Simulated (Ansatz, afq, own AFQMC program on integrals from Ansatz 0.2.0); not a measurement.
## Atomization energy of InBr2Cl, singlet

```yaml
atoms:
  - { symbol: Cl, position_ang: [-1.9379, -0.9914, 0.8743] }
  - { symbol: In, position_ang: [-0.0150, -0.0077, 0.0068] }
  - { symbol: Br, position_ang: [2.1836, -0.7858, 0.7771] }
  - { symbol: Br, position_ang: [-0.2307, 1.7850, -1.6582] }
```

Connectivity, by distances: Cl–In(–Br)–Br.

Atoms in their ground-state spins without spin–orbit coupling (mostly on UHF) minus the molecule (RHF), without zero-point energy. The geometry is a stationary point, not shown to be a minimum.

Basis def2-TZVP with its core potentials. Only valence electrons are correlated. Ansatz 0.2.0 and our own AFQMC program on the same integrals; the CISD trial comes from CCSD amplitudes, and released means the phaseless constraint is let go. Error bars are statistical, one sigma. No spin–orbit coupling. The errors of all members are added in quadrature.

No full CI on the walks' own integrals is used here. The released AFQMC energy serves as the reference, which it does only where one determinant dominates, the energy is flat over the last release times and near the phaseless one (40 meV or 2 meV an electron, half that with transition metals). On small molecules, where full CI could be run and the noise was under 10 meV, such values lay within 10 meV of it in 19 cases of 20, a flattering rate, since the rule was set on those same cases; what remains of the bias isn't in the error bar. Each member takes its own surest rung, up to full CI.

The best estimate is CCSD(T) at the basis-set limit (CBS: def2-TZVPP and def2-QZVPP, with their diffuse functions for anions and beside diffuse sets, CCSD(T) itself extrapolated) plus the step from CCSD(T) to AFQMC with the constraint released in def2-TZVP. Rows without CBS are in def2-TZVP; B2PLYP and the wave-function rows carry a basis error of their own. Core correlation and relativity beyond core potentials are missing, and ± holds the sampling alone.

Cautions: inner d shell frozen; no relativity below Rb; no spin-orbit coupling; InBr₂Cl (singlet): the released value is read at 0.90 1/Eh with a noise of 13 meV, more than in the cases checked (meV from the phaseless value at times in 1/Eh: -20 ± 11 at 0.21, -11 ± 9 at 0.42, -13 ± 12 at 0.63, -23 ± 13 at 0.90).

Best estimate: 952.6 ± 1.3 kJ/mol.

```json
{"level": "HF", "atomization energy (kJ/mol)": "674.8", "error against the best estimate (kJ/mol)": "-277.9 ± 1.3"}
{"level": "MP2", "atomization energy (kJ/mol)": "951.7", "error against the best estimate (kJ/mol)": "-0.9 ± 1.3"}
{"level": "CCSD", "atomization energy (kJ/mol)": "873.3", "error against the best estimate (kJ/mol)": "-79.4 ± 1.3"}
{"level": "CCSD(T)", "atomization energy (kJ/mol)": "899.3", "error against the best estimate (kJ/mol)": "-53.3 ± 1.3"}
{"level": "ph-AFQMC/CISD", "atomization energy (kJ/mol)": "902.9 ± 0.9", "error against the best estimate (kJ/mol)": "-49.7 ± 1.6"}
{"level": "released AFQMC", "atomization energy (kJ/mol)": "903.5 ± 1.4", "error against the best estimate (kJ/mol)": "-49.2"}
{"level": "HF/CBS", "atomization energy (kJ/mol)": "675.2", "error against the best estimate (kJ/mol)": "-277.4 ± 1.3"}
{"level": "MP2/CBS", "atomization energy (kJ/mol)": "995.5", "error against the best estimate (kJ/mol)": "42.9 ± 1.3"}
{"level": "CCSD(T)/CBS", "atomization energy (kJ/mol)": "949.2", "error against the best estimate (kJ/mol)": "-3.5 ± 1.3"}
{"level": "PBE", "atomization energy (kJ/mol)": "917.9", "error against the best estimate (kJ/mol)": "-34.7 ± 1.3"}
{"level": "r2SCAN", "atomization energy (kJ/mol)": "938.0", "error against the best estimate (kJ/mol)": "-14.7 ± 1.3"}
{"level": "PBE0", "atomization energy (kJ/mol)": "911.3", "error against the best estimate (kJ/mol)": "-41.4 ± 1.3"}
{"level": "B3LYP", "atomization energy (kJ/mol)": "855.4", "error against the best estimate (kJ/mol)": "-97.2 ± 1.3"}
{"level": "wB97M-V", "atomization energy (kJ/mol)": "913.6", "error against the best estimate (kJ/mol)": "-39.0 ± 1.3"}
{"level": "B2PLYP", "atomization energy (kJ/mol)": "887.3", "error against the best estimate (kJ/mol)": "-65.3 ± 1.3"}
```

Correlation beyond CCSD(T) adds 3.5 ± 1.3 kJ/mol. Going to the basis-set limit adds 49.9 kJ/mol at CCSD(T). The perturbative (T) step is worth +26.0 kJ/mol.

Best estimates are given only where the step beyond CCSD(T) is under 0.3 eV and no member's determinant is very poor (T1 over 0.05, or 0.07 for open shells, ⟨S²⟩ too high by 0.3, two states mixed), so the hardest cases are missing from such tables.

The functionals ran in a triple-zeta set and keep a basis error of their own, a few kJ/mol for each bond in atomization energies and more for double hybrids, so close places among them and the extrapolated levels can swap.

Each member of a difference takes its own highest rung, so a best estimate needn't equal the limit plus the step of one row. Released energies are given only where the last usable release times agree within the noise; a slower fall can still hide under it. The exponents were fitted on light atoms, and def2 sets of heavy atoms don't grow evenly, so the limit is rough here.
